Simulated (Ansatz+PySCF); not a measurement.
Stretching singlet Li₂

The Li–Li distance is varied.

Basis set: 6-31G (spherical functions). All electrons are correlated. Charge 0, multiplicity 1.

Computed with Ansatz (development build ahead of 0.2.0), each point on the determinant that the search for low states chose. Each curve is measured from its own lowest point listed.

| r(Li–Li) (Å) | UHF-MP2 (eV) | RHF-CCSD(T) (eV) | full CI (lowest root of this spin) (eV) |
| --- | --- | --- | --- |
| 2.508 | 0.057 | 0.055 | 0.055 |
| 2.787 | 0.000 | 0.000 | 0.000 |
| 3.066 | 0.044 | 0.049 | 0.049 |
| 3.345 | 0.119 | 0.152 | 0.152 |
| 3.623 | 0.194 | 0.275 | 0.275 |
| 3.763 | 0.228 | 0.336 | 0.336 |
| 4.041 | 0.284 | 0.452 | 0.452 |
| 4.320 | 0.326 | 0.551 | 0.551 |
| 4.599 | 0.355 | 0.629 | 0.630 |
| 4.877 | 0.376 | 0.689 | 0.689 |
| 5.156 | 0.390 | 0.732 | 0.733 |
| 5.435 | 0.400 | 0.762 | 0.763 |
| 5.714 | 0.407 | 0.783 | 0.784 |
| 5.853 | 0.409 | 0.790 | 0.793 |
| 6.132 | 0.413 | 0.802 | 0.805 |
| 6.410 | 0.416 | 0.810 | 0.813 |
| 6.689 | 0.417 | 0.816 | 0.819 |
| 6.968 | 0.419 | 0.819 | 0.823 |

(1) Give the RHF-MP2 curve at the same distances.

Answers

(1) (r (Å), E (eV)): (2.508, 0.076), (2.787, 0.000), (3.066, 0.040), (3.345, 0.146), (3.623, 0.284), (3.763, 0.359), (4.041, 0.510), (4.320, 0.657), (4.599, 0.792), (4.877, 0.912), (5.156, 1.018), (5.435, 1.106), (5.714, 1.179), (5.853, 1.209), (6.132, 1.258), (6.410, 1.292), (6.689, 1.311), (6.968, 1.317)

Caution for RHF-MP2 at some points, UHF-MP2 at some points, RHF-CCSD(T) at some points: bonds are stretched, where a single reference can fail; large amplitudes, a single reference is doubtful. Caution for RHF-MP2 at some points, RHF-CCSD(T) at some points: an unrestricted determinant lies well below. Caution for RHF-MP2 at some points: the program doubts this total. Caution for UHF-MP2 at some points: another reference gives a lower total; the determinant may break the point group; the unrestricted determinant is a mixture of spin states. Caution for RHF-CCSD(T) at some points: the amplitudes may be one of several solutions; very large amplitudes, the method is breaking down.
